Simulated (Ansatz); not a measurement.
**Property card for Ti₁₀O₁₃**

Level of theory: DFT PBEsol, scalar-relativistic, plane waves, PAW in Ansatz.

Settings: cutoff 420 eV, Γ-centred mesh 10×10×4 on the computed 23-atom cell, Gaussian smearing of 0.10 eV; no spin polarisation.

The structure is relaxed at this level of theory with its symmetry kept. Whether it is the stable form of this composition wasn't checked.

The structure is monoclinic, space group C2/m (No. 12). Conventional cell: a = 9.167 Å, b = 4.101 Å, c = 11.980 Å, α = 90.00°, β = 94.27°, γ = 90.00°. Around Ti (site symmetry m) lie 6 O at 2.01 to 2.13 Å. Ti (site symmetry m) is surrounded by 6 O at 1.98 to 2.10 Å. Ti (site symmetry m) has 6 O at 2.03 to 2.10 Å as nearest neighbours. Around Ti (site symmetry m) lie 6 O at 2.01 to 2.06 Å. Ti (site symmetry m) has 6 O at 2.03 to 2.07 Å as nearest neighbours. O (site symmetry m) has 5 Ti at 2.06 to 2.13 Å as nearest neighbours. O (site symmetry m) is surrounded by 4 Ti at 1.98 to 2.05 Å. O (site symmetry m) has 5 Ti at 2.05 to 2.10 Å as nearest neighbours.

| Property | Result |
| --- | --- |
| Volume per atom | 9.76 Å³ |
| Formation energy from the elements' standard states (uncorrected) | -2.891 eV/atom |
| Kohn–Sham band gap | none (metal) |
| Density of states at the Fermi level | 8.59 states/eV per cell |
| Löwdin character within 0.5 eV of the Fermi level | Ti 3d 87 %, O 2p 11 % |

Spin polarisation was left out, and a magnetic state may lie lower.

A ferromagnetic start lost its moments in a first run, so spin was left out; other magnetic orders weren't tried.

Cost: 1 run of about 19 core-minutes, on Intel Xeon Processor @ 2.70GHz (shared hosts).